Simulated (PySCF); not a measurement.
Species: (SiH3)2PH, H₇PSi₂.
Numbering: `[SiH3:1][PH:2][SiH3:3]` (hydrogens: H4, H5, H6 on Si1; H7 on P2; H8, H9, H10 on Si3)

Computed, not measured: PBE0-D3(BJ)/def2-TZVP geometry optimisation, gas phase in PySCF 2.14.0.

Problem. Give the optimised bond lengths and angles.

Solution. 
```
                   bond  length (Å)   order
         Si1–P2, P2–Si3       2.250  single
Si1–H4 and 5 like bonds       1.486  single
                  P2–H7       1.422  single
```

Bonds in one row agree within 0.01 Å and their mean is given. Orders are formal, as drawn. A selection of angles:
```
     angle  degrees
 P2–Si1–H4    107.4
 P2–Si1–H5    108.6
 P2–Si1–H6    113.5
 H4–Si1–H5    109.3
Si1–P2–Si3     96.3
 Si1–P2–H7     94.5
```

Si1 (SiH3 silicon) is distorted tetrahedral (angles from 107.4° to 113.5°). P2 (three-coordinate phosphorus) is pyramidal (angles 96.3°, 94.5° and 94.4°, sum 285.2°, 0.97 Å off the plane of its three neighbours).

Point group: Cs (tolerance 0.08 Å). No PBE0-D3(BJ)/def2-TZVP frequencies stand behind this structure, so it isn't proved a minimum.

Hardware: Arm Neoverse V1, one thread, no GPU (shared host). Cost: 38 s of wall time, 0.64 GiB resident at most. That covers the optimisation of the geometry.
